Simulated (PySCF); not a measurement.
## Broadened absorption spectrum of pentafluorophosphorane

Species: pentafluorophosphorane, PF5.
SMILES: `FP(F)(F)(F)F`

Method: TDDFT CAM-B3LYP/def2-SVPD, vertical, gas phase, core orbitals frozen in the response in PySCF. Geometry: PBE0-D3(BJ)/def2-SVP; no solvent, vibrations or thermal averaging.

Each state is given a Gaussian of 0.3 eV full width at half maximum, with ε(max) = 2.175×10⁸ f / Δν̃ (Δν̃ the width in cm⁻¹). The cross-section is σ = 3.8235×10⁻²¹ ε cm², given in Mb (10⁻¹⁸ cm²). The width is an assumption, not a result. The curve ends short of the highest state used, and states not computed would add to its high-energy end.

```csv
λ (nm),σ (Mb)
105.5,0.25
106.5,2.90
107.5,15.55
108.5,39.99
109.5,51.39
110.4,36.88
111.4,15.68
112.4,9.87
113.4,15.13
114.3,17.76
115.3,12.82
116.3,5.48
117.3,1.42
118.3,0.23
119.2,0.03
120.2,0.00
121.2,0.00
122.2,0.00
123.2,0.00
124.1,0.00
125.1,0.00
126.1,0.00
127.1,0.00
128.1,0.00
```

Problem. Where are the band maxima, and which computed states make them?

Solution. 114 nm (10.86 eV), ε about 4700, made up of S3 (50%) and S4 (50%); 109 nm (11.34 eV), ε about 14000, made up of S5 (100%) (ε in L mol⁻¹ cm⁻¹; maxima over ε = 5, shares over 10%). The states used: S1 10.13 eV (f 0.0000); S2 10.13 eV (f 0.0000); S3 10.86 eV (f 0.026); S4 10.86 eV (f 0.026); S5 11.34 eV (f 0.150); S6 11.48 eV (f 0.0000); S7 12.23 eV (f 0.0000); S8 12.35 eV (f 0.0000); S9 12.35 eV (f 0.0000).

Problem. Coming from long wavelengths, where does ε first pass 100 L mol⁻¹ cm⁻¹?

Solution. At about 118 nm (10.50 eV), 0.37 eV above S1.

Problem. What would ε be at 11.34 eV, the highest of these maxima, with half the width (0.15 eV)?

Solution. About 27000 L mol⁻¹ cm⁻¹ against 13500, a factor of about 2.00; a lone state at its own centre would give exactly 2.

The vertical ionisation energy (ΔSCF) is 15.41 eV, 3.07 eV above S9.
